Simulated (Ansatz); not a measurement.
Take a crystal in which Pt has been replaced by Ni on all its sites, with the cell rescaled by a rough guess (in some cases also distorted within its space group) and nothing relaxed:

```
Cs Ni
1.0
     5.58144    0.00000    0.00000
     0.00000    5.58144    0.00000
     0.00000    0.00000    5.58144
Cs Ni
3 1
Direct
  0.00000 0.00000 0.50000
  0.00000 0.50000 0.00000
  0.50000 0.00000 0.00000
  0.50000 0.50000 0.50000
```

All numbers below come from DFT PBEsol, scalar-relativistic, plane waves, PAW in Ansatz 0.2.0.

Plane waves to 420 eV, a k mesh through Γ of 8×8×8 on the computed 4-atom cell and Gaussian smearing (0.10 eV); no spin polarisation.

Problem. Will this cell want to expand or contract, and how hard?

Solution. The pressure is 0.1 GPa (positive in compression), so the cell would hardly change its volume.

Problem. Is it a metal on this mesh?

Solution. Yes, a band crosses the Fermi level.

Problem. What is its energy against the elements in their standard states?

Solution. +0.693 eV/atom at this unrelaxed geometry, with the elements in the same functional.

Spin-orbit coupling is left out, which matters for the bands of heavy elements. Spin polarisation was left out, and a magnetic state may lie lower.